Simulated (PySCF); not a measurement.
## A survey of ³¹P NMR shifts

[PySCF 2.14: σ from GIAO-PBE0/pcSseg-1; structure optimised with GFN2-xTB; relativity neglected; gas phase; one averaged value for each set of equivalent atoms; one computed conformer]

Shieldings were converted by a linear fit to measured shifts: ³¹P: δ = 270.09 − 0.828σ (rms 18.1 ppm, 64 shifts vs H3PO4, solution or neat liquid). A few per cent of atoms miss by over 2 rms, more outside the fitted compound classes.

**Question.** Give the ³¹P shifts of `CCP(CC)CP`, `O=[PH3]`.

**Answer.** 
| compound | environment | δ (ppm) |
| --- | --- | --- |
| [CH3:1][CH2:2][P:3]([CH2:4][CH3:5])[CH2:6][PH2:7] | P3: phosphorus bonded to 3 C | -12.9 |
| [CH3:1][CH2:2][P:3]([CH2:4][CH3:5])[CH2:6][PH2:7] | P7: phosphorus bonded to C, 2 H | -130.5 |
| O=[PH3] | phosphorus bonded to O, 3 H | -55.5 |

**Question.** Order these by ³¹P shift, lowest first.
A. C#CP(C=C)c1cccnc1
B. CC(=O)[P@@](=S)(CO)C1CC1
C. C=Cc1ccc(C#N)c(C)p1

**Answer.** A (-42.0 ppm, phosphorus bonded to 3 C), B (44.0 ppm, phosphorus bonded to 3 C, S), C (202.3 ppm, phosphorus bonded to 2 C, in a 6-membered ring).
